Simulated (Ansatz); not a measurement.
Species: C2H3F, charge 0, singlet. C2H3F (fluoroethene, SMILES C=CF).
B3LYP-D3(BJ)/def2-TZVP minimum from Ansatz (a quantum-chemistry and plane-wave program):
```
C
C 1 1.3174
F 1 1.3475 2 122.16
H 2 1.0798 1 119.40 3 180.00
H 2 1.0810 4 119.01 1 180.00
H 1 1.0823 2 126.09 4 0.00
```

Property: atomisation energy (electronic, to ground-state atoms), in kJ/mol. UHF or UKS for unpaired electrons; spin-orbit terms are left out. CBS(X,Y): correlation extrapolated as X^-3, Hartree-Fock from the larger set (Q,5: extrapolated as (X+1)exp(-9√X)). A bracket is a step between two methods taken in the basis named. The functionals are non-relativistic, so their misses hold any scalar relativity. 'core' is core correlation in cc-pwCVTZ, 'X2C' scalar relativity in cc-pVTZ-DK, both at CCSD(T). Where a partner has so few electrons that a lower coupled-cluster level is exact, that level stands in.

CCSD(T)/CBS(cc-pVQZ,cc-pV5Z) + [CCSDT(Q) - CCSD(T)]/cc-pVDZ + core + X2C (Ansatz) gives 2401.2 kJ/mol.

### Question
How far off this value is PBE/def2-TZVPD (Ansatz), in which direction, and which of these levels come nearer: B3LYP/def2-TZVPD, PBE0/def2-TZVPD, CCSD(T)/CBS(cc-pVQZ,cc-pV5Z) + core + X2C?

### Answer
PBE gives 2465.8 kJ/mol, 64.6 kJ/mol above it. Differences of the others: B3LYP/def2-TZVPD (Ansatz) -10.8; PBE0/def2-TZVPD (Ansatz) 3.5; CCSD(T)/CBS(cc-pVQZ,cc-pV5Z) + core + X2C (Ansatz) -2.5 kJ/mol. Nearer than PBE: B3LYP/def2-TZVPD, PBE0/def2-TZVPD, CCSD(T)/CBS(cc-pVQZ,cc-pV5Z) + core + X2C.
